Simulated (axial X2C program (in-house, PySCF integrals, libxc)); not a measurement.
**MgF⁻: cheaper levels and CCSD(T), 2c**

Computed with an axial X2C code built on PySCF integrals. Two-component (2c) means X2C with spin–orbit coupling and atomic mean-field two-electron Coulomb and Gaunt terms. Basis: Mg dyall-av3z [10s9p6d4f], F dyall-av3z [7s6p3d2f] (cores contracted in-house); Gaussian nuclei, density fitting, unrestricted open shells. Masses: Mg 23.985 u, F 18.998 u.

State: Ω = 0 (closed shell); fragments Mg + F-.

| level | Re (Å) | ωe (cm⁻¹) | De (eV) |
| --- | --- | --- | --- |
| PBE0 | 1.822 | 577.9 | 2.58 |
| HF | 1.796 | 620.9 | 2.71 |
| MP2 | 1.836 | 570.0 | 2.54 |
| CCSD | 1.825 | 584.1 | 2.64 |
| M06 | 1.821 | 573.8 | 2.57 |

Correlated methods: 10 electrons correlated (number of frozen shells: Mg 2 s, 1 p; F 1 s), 272 virtual spin orbitals or spinors in MP2, 90 natural virtuals in coupled cluster.

CCSD(T), same Hamiltonian and basis:

Re = 1.830 Å, ωe = 577.4 cm⁻¹, De = 2.61 eV; T1 = 0.018 (Lee–Taylor normalisation).

(1) Give the differences from CCSD(T) in the columns below.

One determinant describes the state; a PBE0 search over occupations chose it and may have missed a lower one. De is counted from the lowest determinant-based energies of the atoms at the same level, without counterpoise correction. CCSD and (T) use frozen natural virtuals with an MP2 correction for the truncation; (T) itself is uncorrected, so its De runs slightly low. The highest occupied level of some functionals is positive through self-interaction error; at Hartree–Fock it is bound. Hartree–Fock gets electron affinities wrong, so its lowest charge split need not be the true one.

Answers

(1) 

```csv
level,ΔRe (Å),Δωe (cm⁻¹),ΔDe (eV)
PBE0,-0.008,0,-0.03
HF,-0.034,44,0.10
MP2,0.006,-7,-0.07
CCSD,-0.005,7,0.03
M06,-0.009,-4,-0.04
```
